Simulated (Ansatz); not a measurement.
Results of PBE-D4 in Ansatz (PAW) for tetradymite Bi₂Te₃.

Rigid layers of the crystal as relaxed at this level are moved apart or together:

```tsv
run	layer repeat (Å)	energy against free layers (meV/Å²)	gap on the mesh (eV)
1	9.8633	-25.67	0.216
2	10.013	-26.97	0.236
3	10.163	-27.07	0.291
4	10.363	-26.00	0.398
5	10.663	-23.09	0.587
6	11.163	-17.40	0.822
7	12.163	-8.64	0.923
8	14.163	-2.26	0.977
```

The lowest energy of these points lies at a layer repeat of 10.16 Å.

Spin–orbit coupling is not included.

Ansatz is a first-principles code.
